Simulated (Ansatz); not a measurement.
Geometry optimisation, UKS PBE/6-31G* in Ansatz.

input.yaml

```yaml
crystal:
  periodic: [false, false, false]
  atoms:
    - { symbol: B, position_ang: [0.012547, 0.017579, -0.133515] }
    - { symbol: H, position_ang: [0.085445, 0.078967, 1.059978] }
    - { symbol: H, position_ang: [0.969766, -0.02265, -0.85632] }
    - { symbol: Cl, position_ang: [-1.577316, -0.025371, -0.869165] }
    - { symbol: "N", position_ang: [0.340166, -0.241654, 3.283249] }
    - { symbol: H, position_ang: [-0.640308, -0.581045, 3.396553] }
    - { symbol: H, position_ang: [0.229399, 0.774173, 3.49422] }
magnetization:
  spin_polarized: true
  initial_magnetization: 1
basis:
  gaussian: { orbitals: "6-31G*" }
hamiltonian:
  xc: pbe
relax:
  f_tol: 0.03
  max_steps: 50
```

Run as:

```bash
$ ansatz run input.yaml --threads 1 --pin off --max-ram 2048MiB --backend cpu --events-out ev --progress --plain --runs-dir out
```

Problem. Where does it end, and by what steps?

Solution. The forces met the threshold. The force dipped under the threshold on the way, but the program's further checks kept it going. After 13 steps the energy has fallen by 0.010 eV; Cl4 moved furthest, 0.41 Å.

```json
{"step": "0", "energy less start (eV)": "0.0000", "largest force component (eV/Å)": "0.214", "accepted": "yes"}
{"step": "1", "energy less start (eV)": "-0.0014", "largest force component (eV/Å)": "0.054", "accepted": "yes"}
{"step": "2", "energy less start (eV)": "0.0037", "largest force component (eV/Å)": "0.309", "accepted": "no"}
{"step": "3", "energy less start (eV)": "-0.0024", "largest force component (eV/Å)": "0.054", "accepted": "yes"}
{"step": "4", "energy less start (eV)": "-0.0040", "largest force component (eV/Å)": "0.018", "accepted": "yes"}
{"step": "5", "energy less start (eV)": "-0.0060", "largest force component (eV/Å)": "0.145", "accepted": "yes"}
{"step": "6", "energy less start (eV)": "-0.0069", "largest force component (eV/Å)": "0.118", "accepted": "yes"}
{"step": "7", "energy less start (eV)": "-0.0078", "largest force component (eV/Å)": "0.128", "accepted": "yes"}
{"step": "8", "energy less start (eV)": "-0.0031", "largest force component (eV/Å)": "0.311", "accepted": "no"}
{"step": "9", "energy less start (eV)": "-0.0083", "largest force component (eV/Å)": "0.142", "accepted": "yes"}
{"step": "10", "energy less start (eV)": "-0.0087", "largest force component (eV/Å)": "0.127", "accepted": "yes"}
{"step": "11", "energy less start (eV)": "-0.0099", "largest force component (eV/Å)": "0.068", "accepted": "yes"}
{"step": "12", "energy less start (eV)": "-0.0097", "largest force component (eV/Å)": "0.068", "accepted": "no"}
{"step": "13", "energy less start (eV)": "-0.0101", "largest force component (eV/Å)": "0.028", "accepted": "yes"}
```

```xyz
7
Properties=species:S:1:pos:R:3
B 0.106 -0.030 -0.098
H 0.418 -0.160 1.063
H 0.892 0.000 -1.006
Cl -1.597 0.128 -0.484
N 0.273 -0.152 3.292
H -0.654 -0.633 3.265
H -0.018 0.848 3.343
```

Time of the run: 31 s on 1 thread of Arm Neoverse V1, with other jobs on the host, peak memory 0.13 GiB.
